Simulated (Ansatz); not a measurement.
Input file for `CC(F)C(F)F`:

```yaml
crystal:
  periodic: [false, false, false]
  atoms:
    - {symbol: C, position_ang: [-0.101428, 1.165709, -0.532037]}
    - {symbol: C, position_ang: [0.121699, -0.321255, -0.508343]}
    - {symbol: F, position_ang: [1.396389, -0.619213, -0.957788]}
    - {symbol: C, position_ang: [-0.010770, -0.936572, 0.872519]}
    - {symbol: F, position_ang: [-1.308095, -0.862011, 1.263832]}
    - {symbol: F, position_ang: [0.731552, -0.261990, 1.779066]}
    - {symbol: H, position_ang: [0.626260, 1.670678, 0.103384]}
    - {symbol: H, position_ang: [-0.002020, 1.536329, -1.552557]}
    - {symbol: H, position_ang: [-1.105318, 1.398103, -0.172370]}
    - {symbol: H, position_ang: [-0.586169, -0.841915, -1.162616]}
    - {symbol: H, position_ang: [0.303302, -1.984862, 0.887409]}
basis:
  gaussian: {orbitals: def2-SVP}
correlation: {method: ccsd_t}
```

```sh
$ ansatz run in.yaml --threads 4 --pin off --events-out ev --progress --plain
```

Output of Ansatz, abridged:

```
Functional definition: HF
1081 factors; integrals over basis functions are off by at most 1.4e-3 eV
mean field evaluation 1: about -11275.8365 eV, gradient 3.9e1 eV
mean field evaluation 2: about -11275.9805 eV, gradient 3.9e1 eV
mean field evaluation 4: about -11279.2499 eV, gradient 3.9e0 eV
mean field evaluation 8: about -11279.2971 eV, gradient 1.9e-1 eV
mean field -11279.29727000 eV, -414.5065292903 hartree, gradient 1.5e-6 eV, S^2 0.000000; 0 other end points of the search recorded, 0 dependent functions left out
6 core orbitals not correlated: weight in the atoms' cores, before any rotation towards them, 1.000 or more for the frozen orbitals, at most 0.000 for the correlated occupied ones
reference -11279.29727000 eV, -414.5065292903 hartree; 19, 19 occupied and 84, 84 virtual orbitals, 1081 factors
second order -26.22148431 eV of doubles, -0.00000000 eV of singles
cycle   1  -26.67887929 eV  change   -4.6e-1 eV  update   1.0e-1
cycle   2  -27.23433528 eV  change   -5.6e-1 eV  update   2.9e-2
cycle   3  -27.37754413 eV  change   -1.4e-1 eV  update   1.4e-2
cycle   4  -27.37353505 eV  change    4.0e-3 eV  update   2.6e-3
cycle   5  -27.37286386 eV  change    6.7e-4 eV  update   1.1e-3
cycle   6  -27.37331682 eV  change   -4.5e-4 eV  update   3.1e-4
cycle   7  -27.37317102 eV  change    1.5e-4 eV  update   1.1e-4
cycle   8  -27.37309616 eV  change    7.5e-5 eV  update   3.5e-5
cycle   9  -27.37310265 eV  change   -6.5e-6 eV  update   1.1e-5
perturbative correction -0.59462442 eV, -0.0218520443 hartree
Total energy: -11307.26499707 eV, -415.5343243029 hartree
```

Hardware: 4 threads of a server CPU on a shared host. Wall time 9.5 s, peak host memory 0.63 GiB.

Correlation energy per correlated electron: -0.736 eV. T1 diagnostic: 0.0104.
